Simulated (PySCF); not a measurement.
# hydroxyde ion: adiabatic energies of losing or gaining an electron at several levels

Structure: `[OH-]` ([OH]-).

All levels share the PBE0-D3(BJ)/ma-def2-SVP structures and the PBE0-D3(BJ)/ma-def2-SVP thermal terms; only the single-point energies (PySCF) change. Values are adiabatic energies of losing or gaining an electron (0 K, eV).

```tsv
level	detachment energy to the radical	abs. error	time
HF/aug-cc-pVTZ	-0.26	2.08	0.61 s
CCSD(T)/aug-cc-pVTZ	1.73	0.09	21 s
CAM-B3LYP-D3(BJ)/ma-def2-TZVP	1.78	0.05	–
MP2/aug-cc-pVTZ	2.06	0.24	1.9 s
ATcT 1.112	1.83
```

Times are wall times for all single points of a level on 1 thread of AMD EPYC 7R43 64-Core, a shared host; the dash marks the run that also made the structures.

Hartree-Fock leaves out electron correlation, so its ionisation energies and electron affinities from energy differences come out too low, often by 1 eV or more.

At HF/aug-cc-pVTZ a relaxed species lies above the same state at the other structure, so the structures fit that level poorly.

The spread: 2.32 eV, from -0.26 to 2.06.
